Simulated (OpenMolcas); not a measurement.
# H2S2 (disulfides) at revPBE/6-31G(d,p) (spherical functions)

Aim: a geometry optimisation of H2S2 (disulfides). 

The calculation is run with OpenMolcas 26.06.

### Step 1. Starting point

H2S2 has 4 atoms, charge 0, and is taken as a singlet. As SMILES, `SS`. The shape is that of a GFN2-xTB optimisation. The run starts from this shape.

Bond lengths: S1–S2 2.046 Å, S1–H3 1.341 Å, S2–H4 1.341 Å. Angles: S1–S2–H4 98.2°, S2–S1–H3 98.1°.

### Step 2. A geometry optimisation at revPBE/6-31G(d,p) (spherical functions)

The input, coord.xyz:

```xyz
4

S      0.766910    -0.797130     0.143430
S      0.033670     1.111880     0.078440
H     -0.206390    -1.349250     0.881770
H     -0.594200     1.034510    -1.103650
```

The input, job.inp:

```
* H2S2 Kohn-Sham DFT

&GATEWAY
 BasLib
 $CurrDir
 Coord
 coord.xyz
 Basis
 6-31Gss
 Group
 NoSym
>>> EXPORT MOLCAS_MAXITER=40
>>> Do While

&SEWARD

&SCF
 KSDFT
 revPBE
 PrOrbitals
 0

&SLAPAF
>>> EndDo
```

The basis set 6-31G** is read from a file made from the Basis Set Exchange's data (not shown).

Command:

```console
$ export MOLCAS_MEM=1860
$ pymolcas job.inp > job.log
```

**Question.** What will come out? Wanted: total energy at the end; dipole moment; HOMO energy; LUMO energy; HOMO–LUMO gap.

Answer, from the run:

Level: revPBE/6-31G** (spherical functions).

```
               quantity          value
total energy at the end  -797.39284 Eh
          dipole moment         1.51 D
            HOMO energy       -6.27 eV
            LUMO energy       -2.22 eV
          HOMO–LUMO gap        4.04 eV
```

**Reading.** At the final geometry: Bond lengths: S1–S2 2.103 Å, S1–H3 1.364 Å, S2–H4 1.364 Å. Angles: S1–S2–H4 98.8°, S2–S1–H3 98.8°. The optimisation took 7 steps and changed the energy by -0.045 eV. Mulliken charges run from -0.10 on S1 to +0.10 on H3.
